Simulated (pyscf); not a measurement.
PySCF, gas phase, ωB97X-D3(BJ)/def2-SVP geometries. MP2 and CC: frozen core, UHF for open shells. ΔMP2 is the change of the MP2 total energy from the triple- to the quadruple-zeta basis.

Question: What is the homolytic dissociation enthalpy (298 K, CCSD(T)/def2-TZVPP + ΔMP2(QZVPP)) of the Al–C bond of `[CH3][AlH][NH2]`, to CH₃• + [H₂N–AlH]•?

Answer: Al–C to CH₃• + [H₂N–AlH]•: 3.61 eV. The radicals are drawn with the spin at the cut bond; how far it spreads was not checked. Other isomers of [H₂N–AlH]• were not searched in full and may lie lower. The CCSD(T) − MP2 part came from Ansatz, without density fitting, on the same reference.
